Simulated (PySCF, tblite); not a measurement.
# C₂HF: deprotonation, part 2 of 2

tblite 0.8.0 and PySCF 2.14.0. Atoms count from 0. Earlier steps stand in the parts before.

## (17) Single point (C₂F−): wavefunction

Geometry: PBE0-D3(BJ)/ma-def2-SVP.

What the job is given:

```
{"job": {"kind": "sp", "xc": "MP2", "basis": "ma-def2-TZVP", "grid": 2}, "charge": -1, "multiplicity": 1}
C     -0.559656     0.135082     0.183930
C      0.540640    -0.022980    -0.386235
F      1.711936    -0.190763    -0.989993
```

Level: wavefunction single point, frozen core, gas phase.

Output:

```text
final grid: 34024 points
cycle   1  E = -175.0414294028  dE =  2.767e-01  |g| = 4.695e-01  |ddm| = 1.582e+00
cycle   2  E = -175.0806543999  dE = -3.922e-02  |g| = 3.234e-01  |ddm| = 7.416e-01
cycle   3  E = -175.1053365873  dE = -2.468e-02  |g| = 6.514e-02  |ddm| = 3.064e-01
cycle   4  E = -175.1078939261  dE = -2.557e-03  |g| = 3.238e-02  |ddm| = 1.600e-01
cycle   5  E = -175.1083812287  dE = -4.873e-04  |g| = 1.025e-02  |ddm| = 8.054e-02
cycle   6  E = -175.1084519927  dE = -7.076e-05  |g| = 3.096e-03  |ddm| = 4.029e-02
cycle   7  E = -175.1084570633  dE = -5.071e-06  |g| = 7.910e-04  |ddm| = 1.058e-02
cycle   8  E = -175.1084573932  dE = -3.299e-07  |g| = 1.859e-04  |ddm| = 1.789e-03
cycle   9  E = -175.1084574146  dE = -2.137e-08  |g| = 4.439e-05  |ddm| = 7.297e-04
cycle  10  E = -175.1084574160  dE = -1.463e-09  |g| = 1.095e-05  |ddm| = 2.160e-04
converged SCF energy = -175.1084574160
E(HF, exact integrals) = -175.1085523310
E(MP2) = -175.6646701265
```

Run time: 1.4 s. Hardware: 1 thread of Arm Neoverse V2, shared host.

## (18) Deprotonation: MP2/ma-def2-TZVP

This step combines the energies above: geometries from PBE0-D3(BJ)/ma-def2-SVP, zero-point and thermal terms from PBE0-D3(BJ)/ma-def2-SVP.

What the job is given:

```
{"job": {"kind": "ac", "geom": {"xc": "PBE0", "basis": "ma-def2-SVP", "d3": "d3bj", "grid": 1}, "hess": 1, "level": {"xc": "MP2", "basis": "ma-def2-TZVP"}}, "charge": 0, "multiplicity": 1}
C     -0.620262     0.032477    -0.049463
C      0.535336    -0.023764    -0.382613
F      1.754740    -0.082292    -0.735012
H     -1.649988     0.081693     0.248989
```

Output (the driver's rows laid out field by field):

```text
deprotonation site by site, MP2/ma-def2-TZVP // PBE0-D3(BJ)/ma-def2-SVP

row 1
  formula                 C2F
  charge                  -1
  multiplicity            1
  smiles                  [C-]#CF
  kept                    yes
  pieces                  1
  point_group             Cinfv
  atom                    0
  element                 C
  electronic              1580.99
  enthalpy                1554.71
  free_energy             1522.3
  share_gas               1.0
```

Wall time 3.2 s (1 thread of Arm Neoverse V2, shared host).

Energy needed to remove a proton (kJ/mol, gas phase, 298 K for the thermal columns):

| site | product | electronic | enthalpy | free energy |
| --- | --- | --- | --- | --- |
| C0 | [C-]#CF | 1581.0 | 1554.7 | 1522.3 |

## (19) Single point (C2HF): HF/ma-def2-TZVP

Geometry: PBE0-D3(BJ)/ma-def2-SVP.

What the job is given:

```
{"job": {"kind": "sp", "xc": "HF", "basis": "ma-def2-TZVP", "grid": 2}, "charge": 0, "multiplicity": 1}
C     -0.620262     0.032477    -0.049463
C      0.535336    -0.023764    -0.382613
F      1.754740    -0.082292    -0.735012
H     -1.649988     0.081693     0.248989
```

Output:

```text
final grid: 39392 points
cycle   1  E = -175.6714703811  dE =  5.585e-01  |g| = 4.531e-01  |ddm| = 1.960e+00
cycle   2  E = -175.7090542439  dE = -3.758e-02  |g| = 2.312e-01  |ddm| = 4.725e-01
cycle   3  E = -175.7193138668  dE = -1.026e-02  |g| = 5.775e-02  |ddm| = 2.096e-01
cycle   4  E = -175.7203134273  dE = -9.996e-04  |g| = 1.721e-02  |ddm| = 6.562e-02
cycle   5  E = -175.7203950600  dE = -8.163e-05  |g| = 5.208e-03  |ddm| = 1.789e-02
cycle   6  E = -175.7204020578  dE = -6.998e-06  |g| = 1.959e-03  |ddm| = 4.765e-03
cycle   7  E = -175.7204034426  dE = -1.385e-06  |g| = 4.213e-04  |ddm| = 2.554e-03
cycle   8  E = -175.7204035206  dE = -7.795e-08  |g| = 8.150e-05  |ddm| = 6.726e-04
cycle   9  E = -175.7204035237  dE = -3.121e-09  |g| = 1.821e-05  |ddm| = 1.678e-04
converged SCF energy = -175.7204035237
```

It took 0.3 s on 1 thread of Arm Neoverse V2, shared host.

## (20) Single point (C2F−): HF/ma-def2-TZVP

Geometry: PBE0-D3(BJ)/ma-def2-SVP.

What the job is given:

```
{"job": {"kind": "sp", "xc": "HF", "basis": "ma-def2-TZVP", "grid": 2}, "charge": -1, "multiplicity": 1}
C     -0.559656     0.135082     0.183930
C      0.540640    -0.022980    -0.386235
F      1.711936    -0.190763    -0.989993
```

Output:

```text
final grid: 34024 points
cycle   1  E = -175.0414294028  dE =  2.767e-01  |g| = 4.695e-01  |ddm| = 1.582e+00
cycle   2  E = -175.0806543999  dE = -3.922e-02  |g| = 3.234e-01  |ddm| = 7.416e-01
cycle   3  E = -175.1053365873  dE = -2.468e-02  |g| = 6.514e-02  |ddm| = 3.064e-01
cycle   4  E = -175.1078939261  dE = -2.557e-03  |g| = 3.238e-02  |ddm| = 1.600e-01
cycle   5  E = -175.1083812287  dE = -4.873e-04  |g| = 1.025e-02  |ddm| = 8.054e-02
cycle   6  E = -175.1084519927  dE = -7.076e-05  |g| = 3.096e-03  |ddm| = 4.029e-02
cycle   7  E = -175.1084570633  dE = -5.071e-06  |g| = 7.910e-04  |ddm| = 1.058e-02
cycle   8  E = -175.1084573932  dE = -3.299e-07  |g| = 1.859e-04  |ddm| = 1.789e-03
cycle   9  E = -175.1084574146  dE = -2.137e-08  |g| = 4.439e-05  |ddm| = 7.297e-04
cycle  10  E = -175.1084574160  dE = -1.463e-09  |g| = 1.095e-05  |ddm| = 2.160e-04
converged SCF energy = -175.1084574160
```

It took 0.26 s on 1 thread of Arm Neoverse V2, shared host.

## (21) Deprotonation: HF/ma-def2-TZVP

This step combines the energies above: geometries from PBE0-D3(BJ)/ma-def2-SVP, zero-point and thermal terms from PBE0-D3(BJ)/ma-def2-SVP.

What the job is given:

```
{"job": {"kind": "ac", "geom": {"xc": "PBE0", "basis": "ma-def2-SVP", "d3": "d3bj", "grid": 1}, "hess": 1, "level": {"xc": "HF", "basis": "ma-def2-TZVP"}}, "charge": 0, "multiplicity": 1}
C     -0.620262     0.032477    -0.049463
C      0.535336    -0.023764    -0.382613
F      1.754740    -0.082292    -0.735012
H     -1.649988     0.081693     0.248989
```

Output (the driver's rows laid out field by field):

```text
deprotonation site by site, HF/ma-def2-TZVP // PBE0-D3(BJ)/ma-def2-SVP

row 1
  formula                 C2F
  charge                  -1
  multiplicity            1
  smiles                  [C-]#CF
  kept                    yes
  pieces                  1
  point_group             Cinfv
  atom                    0
  element                 C
  electronic              1606.66
  enthalpy                1580.38
  free_energy             1547.97
  share_gas               1.0
```

It took 0.62 s on 1 thread of Arm Neoverse V2, shared host.

Energy needed to remove a proton (kJ/mol, gas phase, 298 K for the thermal columns):

| site | product | electronic | enthalpy | free energy |
| --- | --- | --- | --- | --- |
| C0 | [C-]#CF | 1606.7 | 1580.4 | 1548.0 |

## (22) What came out

What follows sums up all 2 parts.

```
                                           quantity                  value
          strongest single infrared mode (GFN2-xTB)  2377 cm⁻¹, 161 km/mol
                       zero-point energy (GFN2-xTB)          12.4 kcal/mol
                                        point group                  Cinfv
               rotational constants (main isotopes)         9.71, 9.71 GHz
ΔH of deprotonation, C0 (B3LYP-D3(BJ)/ma-def2-TZVP)          1562.8 kJ/mol
     ΔH of deprotonation, C0 (CCSD(T)/ma-def2-TZVP)          1557.5 kJ/mol
         ΔH of deprotonation, C0 (MP2/ma-def2-TZVP)          1554.7 kJ/mol
          ΔH of deprotonation, C0 (HF/ma-def2-TZVP)          1580.4 kJ/mol
```

What this shows: No mode is imaginary among the 7: a minimum at this level. The strongest single mode, at 2377 cm⁻¹, moves mainly C1. Unscaled tight-binding wavenumbers are off by several per cent, some by more. Its intensities can rank the bands wrongly. The optimisation took 7 steps and gained 0.027 eV; among the close pairs (by a distance rule), C0–H3 changed most, from 1.046 to 1.073 Å (PBE0/ma-def2-SVP). The ΔH of deprotonation at C0 is 1562.8 kJ/mol at B3LYP-D3(BJ)/ma-def2-TZVP; zero-point and thermal terms move it by -26.3 kJ/mol from the electronic value.
